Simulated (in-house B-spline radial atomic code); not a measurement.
Values are calculated unless marked as measured or tabulated.
neutral beryllium at several levels of theory

Ground configuration [He] 2s2. All numbers come from a B-spline radial code for spherical atoms, all electrons, at the radial basis limit. Mean-field, RPA, GW and linear-response runs are non-relativistic, without Breit or QED terms, open shells spin-polarised at highest spin; the many-body runs on Dirac-Hartree-Fock orbitals are four-component, and their energies hold both.

**Ionisation energy.** The reference is 9.323 eV (NIST, measured).

```
                                              method  value (eV)  minus reference (eV)
                    minus the highest LDA VWN5 level        5.60                 -3.72
              LDA VWN5, difference of total energies        9.03                 -0.30
                         minus the highest PBE level        5.61                 -3.71
                   PBE, difference of total energies        9.00                 -0.33
                                         G0W0 on PBE        8.95                 -0.37
                         exact exchange + RPA on PBE        9.62                 +0.29
                 exact exchange + RPA + SOSEX on PBE        9.26                 -0.06
                      minus the highest r2SCAN level        5.75                 -3.58
                r2SCAN, difference of total energies        8.79                 -0.53
                        minus the highest PBE0 level        6.49                 -2.83
                  PBE0, difference of total energies        8.97                 -0.35
                                        G0W0 on PBE0        9.15                 -0.17
             minus the highest B3LYP (VWN-RPA) level        6.32                 -3.00
       B3LYP (VWN-RPA), difference of total energies        9.11                 -0.21
                   minus the highest CAM-B3LYP level        7.67                 -1.65
                     minus the highest LC-wPBE level        8.92                 -0.41
                minus the highest Hartree-Fock level        8.42                 -0.91
          Hartree-Fock, difference of total energies        8.04                 -1.28
                                G0W0 on Hartree-Fock        9.20                 -0.12
                   MP2, difference of total energies        8.91                 -0.41
               CI + MBPT for the two outer electrons        9.32                 0.00
Dirac-Fock + self-energy with TDHF screening (2s1/2)        8.72                 -0.60
```

(1) Which methods come closest, and which lies farthest off?

**Static dipole polarisability and C6** of two like species, by linear response:

```json
{"method": "LDA VWN5", "α (bohr³)": "43.8", "C6 (hartree·bohr⁶)": "263.8"}
{"method": "PBE", "α (bohr³)": "42.9", "C6 (hartree·bohr⁶)": "257"}
{"method": "PBE0", "α (bohr³)": "42.97", "C6 (hartree·bohr⁶)": "258"}
{"method": "B3LYP (VWN-RPA)", "α (bohr³)": "43.21", "C6 (hartree·bohr⁶)": "258.3"}
{"method": "CAM-B3LYP", "α (bohr³)": "43.17", "C6 (hartree·bohr⁶)": "257.7"}
{"method": "LC-wPBE", "α (bohr³)": "42.81", "C6 (hartree·bohr⁶)": "256.5"}
{"method": "relativistic RPA (four-component TDHF)", "α (bohr³)": "45.59", "C6 (hartree·bohr⁶)": "282.2"}
```

(2) What mean excitation energy do α and C6 imply in London's formula C6 = (3/4) α² ω?

(3) How do these compare with the recommended polarisability?

**Lowest terms** (eV, full linear response; a dash marks a state above the method's threshold or not assigned, «imaginary» a triplet instability of the closed-shell solution):

```
                         method  2s → 2p 3P  2s → 2p 1P  2s → 3s 3S
                       LDA VWN5       2.361       4.821           -
                            PBE       1.892       4.890       5.421
                           PBE0       1.793       4.917       5.676
                B3LYP (VWN-RPA)       2.087       4.857       5.624
                      CAM-B3LYP       2.033       4.870       5.857
                        LC-wPBE       1.583       4.941       6.130
                           TDHF   imaginary       4.798       5.485
                 BSE on G0W0@HF       2.961       5.800       6.415
      CI + MBPT, average over J       2.723       5.279       6.454
measured, average over J (NIST)       2.725       5.277       6.457
```

(4) Which methods give these terms best?

Run times on one thread of shared hosts: mean field, RPA, SOSEX and G0W0 on PBE, for the atom and its ion, 0.8 s (Arm Neoverse V2); TDDFT with PBE, 0.1 s (Arm Neoverse N1); G0W0 and BSE, 6.7 s (Arm Neoverse N1); CI + MBPT, 140 s (Arm Neoverse N1); removal energies by the self-energy, 1.3 s (Arm Neoverse V1).

## Answers

(1) Closest: CI + MBPT for the two outer electrons (0.00 eV) and exact exchange + RPA + SOSEX on PBE (-0.06 eV). Farthest: minus the highest LDA VWN5 level (-3.72 eV). The PBE level misses by -3.7 eV while the PBE energy difference misses by -0.33 eV: the semilocal potential lacks the −1/r tail and the energy is convex in the electron number, but total energies at whole numbers are far better.

(2) LDA VWN5: ω = 0.183 hartree; relativistic RPA (four-component TDHF): ω = 0.181 hartree. A method that puts the excitations lower gives a larger α and a smaller ω.

(3) The recommended value is 37.74 bohr³ (Schwerdtfeger and Nagle, table of static dipole polarizabilities (2023 update)). The methods run from +13 % to +21 %; LC-wPBE is nearest (+13 %).

(4) Mean absolute differences from the measured values, for methods that give all terms: CI + MBPT, average over J 0.00 eV; BSE on G0W0@HF 0.27 eV; CAM-B3LYP 0.57 eV; LC-wPBE 0.60 eV; B3LYP (VWN-RPA) 0.63 eV; PBE0 0.69 eV; PBE 0.75 eV.
